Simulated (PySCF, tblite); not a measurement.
# sulfuryl chloride: calculation against experiment

**Measured values to compare with.**

NIST CCCBDB Release 22 (SRD 101), experimental dipoles lists, for the gas: dipole moment (dielectric constant against temperature) 1.81 D.

From CRC Handbook of Chemistry and Physics, for the gas at 298.15 K: standard entropy 311.9 J/(mol K).

The results are set against them at the end.

Species: sulfuryl chloride, Cl2O2S.
Numbering: `[O:1]=[S:2](=[O:3])([Cl:4])[Cl:5]`

Cartesian coordinates in Å at the GFN2-xTB level; atoms count from 1:
```xyz
5
Cl2O2S angstrom
O      0.0029   -0.9712   -1.2097
S     -0.0036   -0.2368    0.0031
O     -0.0399   -0.9036    1.2539
Cl     1.5989    1.0245   -0.0031
Cl    -1.5497    1.0900   -0.0614
```

The PySCF runs (gas phase, on this GFN2-xTB geometry; no spin–orbit coupling):

```csv
level,job,basis functions
PBE0/pcSseg-1,"shieldings, charges and field gradients",106
BLYP/pcSseg-1,"shieldings, charges and field gradients",106
"PBE0/pcSseg-0, grid level 3","shieldings, charges and field gradients",57
CAM-B3LYP/def2-SVPD,"8 singlets by full TDDFT, 3 Tamm–Dancoff triplets, polarisability",127
PBE0/def2-SVPD,"25 singlets by TDA, polarisability",127
"PW91/cc-pCVDZ, energy threshold 1e-07 Eh",spin–spin couplings from 3 perturbed nuclei,117
```

GFN2-xTB wavenumbers (cm⁻¹, harmonic, unscaled, at the method's own geometry): 166, 245, 296, 314, 345, 507, 508, 1137, 1319. Point group C2v, symmetry number 2. Entropy at 298.15 K and 1 bar in J/(mol K): translation 169.9, rotation 109.3, vibration 40.1.

## Comparison

**Dipole moment.** Measured: 1.81 D (NIST CCCBDB Release 22 (SRD 101), experimental dipoles).

| level | computed (D) | computed − measured (D) | % (from the printed values) |
| --- | --- | --- | --- |
| PBE0/pcSseg-1 | 1.65 | -0.16 | -9 |
| BLYP/pcSseg-1 | 1.47 | -0.34 | -19 |
| PBE0/pcSseg-0 | 1.33 | -0.48 | -27 |
| CAM-B3LYP/def2-SVPD | 1.93 | +0.12 | +7 |
| PBE0/def2-SVPD | 1.77 | -0.04 | -2 |
| PW91/cc-pCVDZ | 1.22 | -0.59 | -33 |

Closest is PBE0/def2-SVPD (-0.04 D), furthest PW91/cc-pCVDZ (-0.59 D); one molecule doesn't rank methods. The computed dipoles belong to one fixed geometry; measured ones are averaged over vibrations unless marked μe. Magnitudes are compared, not signs.

**Standard entropy at 298.15 K.** Measured: 311.9 J/(mol K) (298.15 K; CRC Handbook of Chemistry and Physics).

```csv
level,computed (J/(mol K)),computed − measured (J/(mol K)),% (from the printed values)
"GFN2-xTB, rigid rotor and harmonic oscillator",319.2,+7.3,+2
```

Ideal gas at 1 bar, most abundant isotopes; table values of this kind come from calorimetry or from spectroscopic constants.

No measured geometry was used, and the causes of the misses weren't examined.
